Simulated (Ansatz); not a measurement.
A made-up structure of MgSiH₂O, singlet:

O1  (-0.191, -0.216, -0.312)
Si2  (-1.011, -1.536, -0.756)
Mg3  (0.719, 1.303, 0.062)
H4  (0.402, -0.967, -0.158)
H5  (1.565, 2.723, 0.391)
(Å)

It is relaxed with PBE-D4/def2-SVP and then PBE0-D4/def2-TZVP (Ansatz 0.2.0). Atoms count as bonded within 1.22 times the sum of their covalent radii (H–H: 0.88 Å). The end point is not checked to be a true minimum.

Question: Does its bonding change? (A judgement: the text doesn't fix the answer.)

Answer: The calculation gives: Yes. Formed: none; broken: O1–H4.

Where it ends: The first stage lowers the energy by 4.40 eV in 22 steps. It ends as MgSiH₂O ([MgH][O][SiH]):
```
5
angstrom
O -0.0640 0.0826 -0.2871
Si -0.8683 -1.2738 -0.6415
Mg 0.7283 1.6678 0.0774
H 0.2394 -2.3247 -0.3323
H 1.4491 3.1551 0.4118
```

Labels in which every atom is bracketed show which atoms are joined, not bond orders.

For scale, one of the runs: PBE0-D4/def2-TZVP relaxation, 112 basis functions, launched by `ansatz run in.yaml --threads 2 --pin off --events-out ev --progress --plain --max-ram 4352MiB`. Hardware: 2 CPU threads of an Arm Neoverse V2, shared host. Wall time about 10 s.
